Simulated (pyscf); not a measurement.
A first-order saddle from PySCF, ωB97X-D3(BJ)/def2-SVP:

```
B
O 1 1.3597
H 2 0.9641 1 112.84
H 1 1.3269 2 108.29 3 164.26
H 4 1.0183 1 75.42 2 110.06
Cl 5 1.5848 4 150.41 1 6.14
Cl 1 1.7787 4 110.13 5 -111.52
```
Charge 0, spin multiplicity 1.

Surface: singlet, charge 0. Lowest wavenumbers (cm⁻¹): 993i, 202, 263, 341, 405.

Question: What reaction is this the transition state of?

Answer: HO–B(Cl)–Cl (SMILES OB(Cl)Cl) + H₂ (SMILES [H][H]) <-> HO–BH–Cl (SMILES OBCl) + HCl (SMILES Cl), a four-centre exchange read from left to right: B–Cl, H–H broken and B–H, Cl–H formed. At ωB97M-D3(BJ)/def2-TZVP it lies +179.2 kJ/mol from the left side and +125.4 kJ/mol from the right (each side as separated species at their lowest minima found). This is the saddle that the search found; another between the same sides may lie lower.
